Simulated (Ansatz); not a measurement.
# CF2 (triplet): from Hartree-Fock to the top rungs at a displaced geometry (v1), cc-pVDZ

One table from this session's results is given with a row withheld; the runs are named, their logs left out.

Computed with Ansatz 0.2.0, Gaussian basis. Level: cc-pVDZ, core rule «outside noble gas», up to 3 orbitals frozen.

Plan: UHF; CCSD(T) on ROHF; CCSD(T) on UHF; BCCD(T) on ROHF; CISD; CCSDT(Q) on ROHF; CCSDT(Q) on UHF; CASSCF and MRCISD+Q, 14 electrons in 10 orbitals; CASSCF and NEVPT2, 14 electrons in 10 orbitals.

25 further runs of the same task are left out: 10 that didn't finish, 15 set aside as unsound or not needed.

## What is computed

The geometry is a PBE0/def2-TZVP stationary point (not a proven minimum) with its atoms shifted at random (size 0.040 Å).

3 atoms, charge 0, spin multiplicity 3.

Atoms are counted from 1 here; the program's logs count them from 0.

Bond lengths: C1–F2 1.310 Å, C1–F3 1.286 Å. Angles: F2–C1–F3 117.5°.

The first run:

in.yaml

```yaml
crystal:
  periodic: [false, false, false]
  atoms:
    - {symbol: C, position_ang: [-0.017589, -0.511174, 0.024664]}
    - {symbol: F, position_ang: [-0.018422, 0.131926, -1.116856]}
    - {symbol: F, position_ang: [0.029542, 0.191236, 1.101263]}
basis:
  gaussian: {orbitals: cc-pVDZ}
magnetization: {spin_polarized: true, initial_magnetization: 2}
hamiltonian: {xc: hf}
output: {orbitals: {seedname: orbitals}}
```

The run is started by

```console
ansatz run in.yaml --threads 1 --pin off --events-out ev --progress --plain --max-ram 2393MiB
```

Among the steps run: UHF; CCSD(T) on ROHF; CCSD(T) on UHF; BCCD(T) on ROHF; CISD; CCSDT(Q) on ROHF; CCSDT(Q) on UHF; CASSCF and MRCISD+Q, 14 electrons in 10 orbitals; CASSCF and NEVPT2, 14 electrons in 10 orbitals.

One table of the session follows, with a row left open; its other results are not shown here.

| method | from UCCSDT(Q) (kJ/mol) |
| --- | --- |
| ROHF | +1254.4 |
| UHF | +1244.4 |
| RMP2 | +61.1 |
| UMP2 | +60.7 |
| CISD | +123.9 |
| RCCSD | +27.9 |
| UCCSD | +27.7 |
| RCCSD(T) | +4.4 |
| UCCSD(T) | +4.4 |
| BCCD(T) | +3.8 |
| RCCSDT | +2.6 |
| UCCSDT | +2.5 |
| RCCSDT(Q) | +0.4 |
| UCCSDT(Q) | 0 |
| CASSCF valence | ? |
| NEVPT2 valence | +111.6 |
| MRCISD valence | +86.2 |
| MRCISD+Q valence | +13.8 |

**Question.** Estimate the row for CASSCF valence.

The run gave: from UCCSDT(Q) (kJ/mol): +1071.1. In the column «from UCCSDT(Q) (kJ/mol)» it lies between CISD (+123.9) and UHF (+1244.4).

To keep in mind: Restricted and unrestricted rows rest on different reference determinants; where their highest levels disagree by more than a few hundredths of an eV, they describe different states and don't form one ladder.
